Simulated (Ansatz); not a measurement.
## Worked example: correlation energy of GaH3, triplet

Geometry: that of the GaH3⁺, doublet, kept fixed. The singlet lies 2.7 eV lower here.

```yaml
atoms:
  - { symbol: Ga, position_ang: [0.0000, 0.0253, 0.0000] }
  - { symbol: H, position_ang: [0.0000, -2.0473, 0.0000] }
  - { symbol: H, position_ang: [0.0000, 0.1474, -1.5272] }
  - { symbol: H, position_ang: [0.0000, 0.1474, 1.5272] }
```

Basis aug-cc-pVDZ; Ansatz 0.2.0. Only valence electrons are correlated (noble-gas cores and the filled d shells of p-block atoms frozen), which leaves 6 electrons in 49 orbitals. Prefix R: restricted or restricted open-shell reference; prefix U: unrestricted. No spin–orbit coupling is included, and no scalar relativity.

Full CI isn't at hand for all of this; UCCSDT(Q) serves as the reference, and is uncertain by about the last step of the cluster series.

Runs differ by some tens of microhartree through their thresholds and, for an open shell, their frozen cores, so steps under 0.03 kcal/mol mean nothing.

| level | total energy (hartree) |
| --- | --- |
| UHF | -1924.790967 |
| UMP2 | -1924.855486 |
| UCCSD | -1924.877138 |
| UCCSD(T) | -1924.879015 |
| UCCSDT | -1924.879705 |
| UCCSDT(Q) | -1924.879760 |

Question: What is the correlation energy at UCCSDT(Q), and what share of it do UMP2 and UCCSD(T) recover?

Answer: E(corr) = -1924.879760 − (-1924.790967) = -0.088793 hartree = -2.416 eV. UMP2: -0.064519 / -0.088793 = 72.66 %. UCCSD(T): -0.088048 / -0.088793 = 99.16 %.

Question: By how many kcal/mol does UCCSD(T) miss UCCSDT(Q) (1 hartree = 627.509 kcal/mol), and which steps make up the rest?

Answer: -1924.879015 − (-1924.879760) = 0.000745 hartree = 0.47 kcal/mol. Steps: UCCSDT − UCCSD(T) = -0.43, UCCSDT(Q) − UCCSDT = -0.03 kcal/mol. That is within 1 kcal/mol of the reference in this basis, which itself misses far more of the correlation at the basis-set limit.
